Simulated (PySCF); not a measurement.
Geometries of 2 isomers of C4H6N2, from PBE0-D3(BJ)/def2-SVP geometry optimisation, gas phase (PySCF 2.14.0). One conformer each, no zero-point energy, no frequencies.

Task: Which is lower in electronic energy at this level?
A.
```xyz
12
angstrom
C      1.824   -0.013    0.022
C      0.345    0.118    0.057
C     -0.488    1.145    0.444
N     -1.802    0.795    0.295
C     -1.787   -0.425   -0.174
N     -0.513   -0.882   -0.336
H      2.286    0.916    0.382
H      2.200   -0.197   -0.998
H      2.184   -0.834    0.664
H     -0.191    2.123    0.823
H     -2.659   -1.032   -0.416
H     -0.243   -1.792   -0.683
```
B.
```xyz
12
angstrom
C     -1.603   -0.211    0.423
N     -0.233    0.037    0.059
C      0.766   -0.896   -0.059
C      1.883   -0.192   -0.444
N      1.591    1.137   -0.565
C      0.323    1.240   -0.257
H     -1.668   -0.689    1.412
H     -2.100   -0.857   -0.316
H     -2.142    0.745    0.466
H      0.597   -1.952    0.140
H      2.882   -0.581   -0.640
H     -0.262    2.161   -0.242
```

Result: A. That is `Cc1cnc[nH]1`, 7.1 kcal/mol below the other.

```csv
SMILES,atoms numbered as above,E (Eh),relative (kcal/mol),relative (kJ/mol),dipole (D)
Cc1cnc[nH]1,[CH3:1][c:2]1[cH:3][n:4][cH:5][nH:6]1,-265.04943,0.0,0.0,4.02
Cn1ccnc1,[CH3:1][n:2]1[cH:3][cH:4][n:5][cH:6]1,-265.03807,7.1,29.8,4.09
```

As drawn, the lower has an N–H bond, which the higher lacks.
